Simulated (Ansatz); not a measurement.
A nudged elastic band was laid between two geometries of BH₃N (5 atoms, charge 0, multiplicity 2).

Method: UKS PBE0-D4/def2-TZVP (Ansatz 0.2.0).

```json
{
 "movable images": "9",
 "climbing image": "yes",
 "spring": "5.0 eV/Å²",
 "optimiser": "quadratic models (default)",
 "start path": "straight line",
 "force threshold": "0.03 eV/Å",
 "iteration limit": "60",
 "end points": "relaxed"
}
```

Initial state:

```xyz
5
Properties=species:S:1:pos:R:3
B -0.310 -0.371 -0.092
N 0.522 0.663 -0.021
H -0.363 -1.138 0.843
H -1.002 -0.554 -1.059
H 1.202 1.327 0.288
```

Final state:

```xyz
5
Properties=species:S:1:pos:R:3
B -0.359 -0.781 0.367
N 0.012 0.289 -0.411
H 0.073 -1.025 1.454
H -0.373 0.466 -1.324
H 0.697 0.977 -0.128
```

Q: Which bonds break or form, and what moves?

A: Bonds broken: B1–H4. Bonds formed: N2–H4.

Q: What energy profile does the band end with?

A: It converged. The highest image is number 5 of 0 to 10, 1.55 eV above the first end and 1.97 eV above the last; the last end lies 0.43 eV below the first. Another band between the same ends (9 images) ends at a top of the same energy, where a vibrational analysis finds 1 clearly imaginary mode.

```
image  path coordinate (Å)  energy (eV)  B1–H4 (Å)  N2–H4 (Å)
    0                 0.00         0.00       1.20       2.21
    1                 0.27         0.00       1.21       2.20
    2                 0.55         0.01       1.21       2.13
    3                 0.82         0.31       1.23       1.87
    4                 1.09         1.02       1.28       1.57
    5                 1.36         1.55       1.36       1.28
    6                 1.59         1.07       1.51       1.09
    7                 1.83         0.36       1.70       1.02
    8                 2.06        -0.12       1.89       1.00
    9                 2.29        -0.36       2.02       1.01
   10                 2.52        -0.43       2.10       1.01
```

Q: What is the geometry of the highest image?

A: 
```xyz
5
Properties=species:S:1:pos:R:3
B -0.266 -0.564 0.239
N 0.291 0.533 -0.253
H -0.318 -1.318 1.162
H -0.575 -0.052 -0.983
H 0.917 1.327 -0.207
```

Run time: 69 s on 2 threads of AMD EPYC 7R13 Processor (Zen 3), with other jobs on the host, peak memory 0.16 GiB.
